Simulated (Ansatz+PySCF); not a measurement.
Results of a calculation; reference values are marked as such.
Input for Ansatz (development build ahead of 0.2.0):

```yaml
crystal:
  periodic: [false, false, false]
  atoms:
    - { symbol: Al, position_ang: [0.0, 0.0, 0.0] }
    - { symbol: "N", position_ang: [0.0, 0.0, 1.84] }
basis:
  gaussian: { orbitals: STO-3G }
magnetization:
  initial_magnetization: 2
hamiltonian:
  xc: hf
correlation:
  method: fci
  frozen_orbitals: { Al: 5, "N": 1 }
```

The input is written out in the form of the current development build from the run's settings.

The run gave:

```yaml
Converged: yes
Total_energy: -292.71662 hartree
State: lowest triplet root, of any spatial symmetry
```
